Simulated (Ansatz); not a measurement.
# The oxygen atom (triplet): the correlation ladder, def2-TZVPD

How much of the correlation energy of the oxygen atom (triplet) does each wave-function method recover here?

The runs use Ansatz 0.2.0, Gaussian basis; def2-TZVPD, core rule «outside noble gas», up to 1 orbitals frozen.

The runs, in order: UHF; CCSD(T) on ROHF; CCSD(T) on UHF; BCCD(T) on ROHF; CISD; CCSDT(Q) on ROHF; CCSDT(Q) on UHF; CASSCF and MRCISD+Q, 6 electrons in 4 orbitals; CASSCF and MRCISD+Q(relaxed), 6 electrons in 4 orbitals; CASSCF and NEVPT4(SD), 6 electrons in 4 orbitals; CASSCF and NEVPT2, 6 electrons in 4 orbitals.

**1. The atom**

A free atom, in its lowest state of this spin that the program finds.

1 atom, charge 0, spin multiplicity 3.

**2. UHF**

Contents of in.yaml:

```yaml
crystal:
  periodic: [false, false, false]
  atoms:
    - {symbol: O, position_ang: [0.000000, 0.000000, 0.000000]}
basis:
  gaussian: {orbitals: def2-TZVPD}
magnetization: {spin_polarized: true, initial_magnetization: 2}
hamiltonian: {xc: hf}
output: {orbitals: {seedname: orbitals}}
```

On the command line:

```sh
$ ansatz run in.yaml --threads 1 --pin off --events-out ev --progress --plain --max-ram 2393MiB
```

After this run come: CCSD(T) on ROHF; CCSD(T) on UHF; BCCD(T) on ROHF; CISD; CCSDT(Q) on ROHF; CCSDT(Q) on UHF; CASSCF and MRCISD+Q, 6 electrons in 4 orbitals; CASSCF and MRCISD+Q(relaxed), 6 electrons in 4 orbitals; CASSCF and NEVPT4(SD), 6 electrons in 4 orbitals; CASSCF and NEVPT2, 6 electrons in 4 orbitals.

Before running them: what should the planned runs give, taken together? Wanted: UCCSDT(Q) below the RHF energy; RMP2 from UCCSDT(Q); UMP2 from UCCSDT(Q); RCCSD from UCCSDT(Q); RCCSD(T) from UCCSDT(Q); UCCSD(T) from UCCSDT(Q); RCCSDT(Q) from UCCSDT(Q); NEVPT2 valence from UCCSDT(Q); NEVPT4(SD) valence from UCCSDT(Q).

The runs gave:

| quantity | value |
| --- | --- |
| UCCSDT(Q) below the RHF energy | -4.6024 eV |
| RMP2 from UCCSDT(Q) | +546.8 meV |
| UMP2 from UCCSDT(Q) | +548.8 meV |
| RCCSD from UCCSDT(Q) | +99.4 meV |
| RCCSD(T) from UCCSDT(Q) | +13.7 meV |
| UCCSD(T) from UCCSDT(Q) | +11.3 meV |
| RCCSDT(Q) from UCCSDT(Q) | +2.7 meV |
| NEVPT2 valence from UCCSDT(Q) | +842.0 meV |
| NEVPT4(SD) valence from UCCSDT(Q) | +77.0 meV |
| MRCISD+Q valence from UCCSDT(Q) | +17.8 meV |
| levels within 1 kcal/mol (43 meV) | RCCSD(T), UCCSD(T), BCCD(T), RCCSDT, UCCSDT, RCCSDT(Q), MRCISD+Q valence, MRCISD+Q(relaxed) valence |
| T1 diagnostic | 0.017 |
| effectively unpaired electrons | 2.00 |

RCCSD(T) lands +13.7 meV from the yardstick (0.3 % of the correlation energy). One determinant dominates. Of the multireference levels listed MRCISD+Q valence comes nearest in total energy (+17.8 meV), which doesn't show that its space is the better one. These misses are within one basis, not against nature; the frozen cores of restricted and unrestricted runs differ, which can shift their rows.
